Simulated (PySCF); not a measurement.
**F₂⁺ from Hartree–Fock to correlated methods**

State: ²Πg (doublet), unpaired electrons π ↑. Set-up: F jorge-DZP-DKH; spin-free X2C with a Gaussian nucleus (PySCF 2.14). De refers to F⁺ + F in their high-spin ground configurations, without counterpoise correction. The functionals are run spin-unrestricted.

```csv
Level,Re (Å),ωe (cm⁻¹),De (eV),"CPU s a point (SCF and correlation, without the integrals)"
UHF,1.217,1517,-1.60,0.026
UHF-MP2,1.438,540,3.01,0.041
UHF-SCS-MP2,1.404,673,2.58,n/a
UHF-CCSD,1.319,1083,2.12,n/a
UHF-CCSD(T),1.343,984,2.41,0.62
LDA,1.307,1160,n/a,0.15
PBE,1.333,1088,4.57,0.24
PW91,1.333,1091,4.59,0.19
r²SCAN,1.313,1149,3.60,0.44
PBE0,1.286,1231,3.15,0.37
M06,1.281,1222,2.96,0.39
ωB97X,1.284,1247,3.22,0.22
```

The bond length runs from 1.217 Å (UHF) to 1.438 Å (UHF-MP2). De spans -1.60 eV (UHF, mean field) to 4.59 eV (PW91, GGA). Correlation at CCSD(T) changes the Hartree–Fock bond energy by +4.01 eV; the triples alone change it by +0.29 eV.

Correlated steps freeze 2 core orbitals. Correlated levels converge slowly with the basis: in double zeta they bind strong bonds too weakly, by up to about 1 eV, and carry superposition errors of some tenths. Counting both spins, an empty level lies below a filled one in some of these solutions, because spin and occupation are held. A negative De means that the minimum lies above the separated atoms at that level. The state is the lowest determinant that a PBE0 search found; another state may lie lower at other levels.

The whole job (state search and all levels along the bond) took about 0.59 min on 1 thread of Arm Neoverse V2 (shared host), peak memory 0.37 GiB.
